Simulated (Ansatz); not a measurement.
Input file:

```yaml
crystal:
  periodic: [false, false, false]
  atoms:
    - {symbol: Al, position_ang: [0.000000, 1.074473, 1.436120]}
    - {symbol: Ge, position_ang: [0.000000, 0.113115, -0.885814]}
    - {symbol: Si, position_ang: [0.000000, -1.324798, 0.911389]}
basis:
  gaussian: {orbitals: cc-pVTZ}
magnetization: {spin_polarized: true, initial_magnetization: 5}
hamiltonian: {xc: {name: B3LYP}}
```

```sh
$ ansatz run in.yaml --threads 2 --pin off --events-out ev --progress --plain --max-ram 16896MiB --backend cuda --devices 0, --max-vram 18GiB
```

Output:

```
723 factors; integrals over basis functions are off by at most 1.2e-3 eV
mean field evaluation 1: about -70990.6495 eV, gradient 1.2e1 eV
mean field evaluation 2: about -70989.7555 eV, gradient 1.5e1 eV
mean field evaluation 4: about -70991.8138 eV, gradient 8.3e-1 eV
mean field evaluation 8: about -70991.8553 eV, gradient 2.3e-2 eV
mean field evaluation 16: about -70991.8553 eV, gradient 3.9e-4 eV
mean field evaluation 32: about -70991.6900 eV, gradient 1.2e0 eV
mean field -70991.85532642 eV, -2608.9025632380 hartree, gradient 3.4e-5 eV, S^2 8.754541; 3 other end points of the search recorded, 0 dependent functions left out
reference -70991.85552130 eV, -2608.9025703997 hartree; 32, 27 occupied and 79, 84 virtual orbitals, 723 factors
Total energy: -70991.85552130 eV, -2608.9025703997 hartree
```

Ran on 2 threads of AMD EPYC 7R13 with a shared H100 80 GB, shared host: 2.8 s wall, 0.8 GiB peak host memory.
